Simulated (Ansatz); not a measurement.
A made-up structure of BSiNH$_{3}$, doublet:

```csv
atom,x (Å),y (Å),z (Å)
B1,-0.8022,-0.2634,-0.1974
N2,0.4671,0.2617,-0.5663
Si3,-0.1428,0.6743,0.9462
H4,-1.5188,-0.8673,-0.6156
H5,1.2397,0.2583,-1.3128
H6,0.7570,-0.0636,1.7459
```

It is relaxed with PBE-D4/def2-SVP and then PBE0-D4/def2-TZVP (Ansatz 0.2.0). Atoms count as bonded within 1.22 times the sum of their covalent radii (H–H: 0.88 Å). The end point is not checked to be a true minimum.

Task: Does its bonding change? (Judge from chemistry; the calculation decides.)

Result: The calculation gives: No: no bond forms or breaks.

Where it ends: The first stage lowers the energy by 2.56 eV in 8 steps. It ends as BSiNH₃ ([BH]1[NH][SiH]1):
```json
{"atom": "B1", "x (Å)": "-0.8449", "y (Å)": "-0.2958", "z (Å)": "-0.3469"}
{"atom": "N2", "x (Å)": "0.4097", "y (Å)": "0.2307", "z (Å)": "-0.5612"}
{"atom": "Si3", "x (Å)": "0.0062", "y (Å)": "0.6943", "z (Å)": "1.0977"}
{"atom": "H4", "x (Å)": "-1.6468", "y (Å)": "-0.9246", "z (Å)": "-0.9554"}
{"atom": "H5", "x (Å)": "1.0929", "y (Å)": "0.2116", "z (Å)": "-1.3040"}
{"atom": "H6", "x (Å)": "0.9830", "y (Å)": "0.0839", "z (Å)": "2.0699"}
```

Labels in which every atom is bracketed show which atoms are joined, not bond orders.

For scale, one of the runs: PBE0-D4/def2-TZVP relaxation, 117 basis functions, launched by `ansatz run in.yaml --threads 2 --pin off --events-out ev --progress --plain --max-ram 4352MiB`. Hardware: 2 CPU threads of an Arm Neoverse V1, shared host. Wall time about 24 s.
